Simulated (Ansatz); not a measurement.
## A basis-limit estimate, worked out

An elementary step of C$_{2}$H$_{4}$Cl, doublet (C₂H₄Cl ([CH2][CH2][Cl]) → C₂H₄Cl ([CH2][CH2][Cl]); Cl–C broken or loosened, Cl–C formed or tightened). “Start” and “end” are the PBE0-D4/def2-TZVP structures reached by relaxing down either side of its saddle point, with the molecules still in contact.

Computed with Ansatz 0.2.0 (basis: def2-TZVPP and def2-QZVPP); correlated methods freeze the cores; orbitals are unrestricted.

Energies in eV:

| quantity | end | start |
| --- | --- | --- |
| Hartree–Fock, triple zeta (X = 3) | -14627.77557 | -14627.77554 |
| Hartree–Fock, quadruple zeta (X = 4) | -14628.22614 | -14628.22610 |
| MP2 correlation, X = 3 | -13.79996 | -13.80000 |
| MP2 correlation, X = 4 | -14.90939 | -14.90945 |
| CCSD(T) correlation, X = 3 | -15.54600 | -15.54603 |

Q: Work out the step energy at the basis limit: extrapolate Hartree–Fock as E(X) = E∞ + A exp(−7.88 √X) and the MP2 correlation as E(X) = E∞ + B X^−2.97 (the exponents that Neese and Valeev fitted for def2-TZVPP and QZVPP), then add CCSD(T) − MP2 in triple zeta.

A: Each step is linear, so take the differences first (end − start): Hartree–Fock -0.00003 (X = 3) and -0.00004 (X = 4); MP2 correlation 0.00004 and 0.00006; CCSD(T) correlation 0.00003.
Two points give E∞ = E(4) + w [E(4) − E(3)], with w = 1/(exp(7.88 (2 − √3)) − 1) = 0.1377 for Hartree–Fock and w = 1/((4/3)^2.97 − 1) = 0.7407 for the correlation.
Hartree–Fock: -0.00004 + 0.1377 × (-0.00001) = 0.0000 eV.
MP2 correlation: 0.00006 + 0.7407 × 0.00002 = 0.0001 eV.
CCSD(T) − MP2: 0.00003 − 0.00004 = 0.0000 eV.
Sum: 0.0000 + 0.0001 + 0.0000 = 0.0001 eV, or 0.00 kcal/mol. Plain CCSD(T) in triple zeta gives 0.0000 eV, so the larger basis shifts the result by 0.0001 eV.

T1 diagnostic: at most 0.012. ⟨S²⟩ of the unrestricted Hartree–Fock references: 0.76 to 0.77 (a pure state has 0.75).

Labels in which every atom is bracketed show which atoms are joined, not bond orders.

For scale, one of the runs: CCSD(T)/def2-TZVPP, 160 basis functions, launched by `ansatz run in.yaml --threads 2 --pin off --events-out ev --progress --plain --max-ram 4352MiB`. Hardware: 2 CPU threads, shared host. Wall time 43 s; peak host memory 2.8 GiB.
